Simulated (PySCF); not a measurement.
Compound: 1,4-dioxane, C4H8O2.
Numbering: `[CH2:1]1[CH2:2][O:3][CH2:4][CH2:5][O:6]1` (hydrogens: H7, H8 on C1; H9, H10 on C2; H11, H12 on C4; H13, H14 on C5)

Structure used (GFN2-xTB), in Å, numbered top down from 1:
```xyz
14
C4H8O2 angstrom
C      0.0698    1.3854    0.0800
C      1.2805    0.4674    0.2668
O      0.8791   -0.7894    0.7701
C     -0.0700   -1.3858   -0.0887
C     -1.2810   -0.4676   -0.2732
O     -0.8796    0.7886   -0.7782
H     -0.3892    1.5868    1.0600
H      0.3625    2.3256   -0.3890
H      1.7906    0.3358   -0.6997
H      1.9772    0.8839    0.9954
H     -0.3614   -2.3271    0.3789
H      0.3883   -1.5850   -1.0695
H     -1.9795   -0.8844   -0.9999
H     -1.7878   -0.3347    0.6949
```

Structure optimised with GFN2-xTB, isolated species.

Masses are those of the commonest isotopes; rigid-rotor values at the optimised geometry. The values belong to one conformer with, in the numbering `[CH2:1]1[CH2:2][O:3][CH2:4][CH2:5][O:6]1`, O6–C1–C2–O3 -57°, C1–C2–O3–C4 57°, C2–O3–C4–C5 -57°, O3–C4–C5–O6 57°.

**Question.** Give the principal moments of inertia and the rotational constants in cm⁻¹.

**Answer.** Ia = 98.13, Ib = 108.08, Ic = 183.41 u·Å²; 505379 MHz·u·Å²/I gives 5150, 4676 and 2756 MHz, that is A = 0.17179, B = 0.15597, C = 0.09191 cm⁻¹.

**Question.** Classify the top.

**Answer.** An asymmetric top: κ = (2 × 4676 − 5150 − 2756)/(5150 − 2756) = 0.60.

**Question.** Is it planar, by Δ = Ic − Ia − Ib?

**Answer.** Not planar: Δ = Ic − Ia − Ib = -22.80 u·Å². For a rigid frame Δ = −2 Σ m c², so Σ m c² = 11.40 u·Å² lies off the ab plane: 7.18 from hydrogen and 4.22 from heavier atoms. The atom farthest from that plane is 1.32 Å away.

**Question.** Give the other two planar moments, Paa and Pbb, and the rms extents of the mass along the axes.

**Answer.** Paa = Σ m a² = (Ib + Ic − Ia)/2 = 96.68 and Pbb = Σ m b² = (Ia + Ic − Ib)/2 = 86.73 u·Å². With the mass M = 88.05 u, the rms extents √(P/M) along a, b and c are 1.05, 0.99, 0.36 Å.

**Question.** Estimate the classical rotational partition function at 100 K, 298.15 K and 500 K.

**Answer.** Point group C2h, symmetry number σ = 2; q = (√π/σ)·√((kT/h)³/(ABC)), k/h = 20836.6 MHz/K: 10300 at 100 K, 53300 at 298.15 K, 116000 at 500 K.

GFN2-xTB frequencies: not computed here. No vibrational averaging or centrifugal distortion is included, and the geometry carries the error of its method.
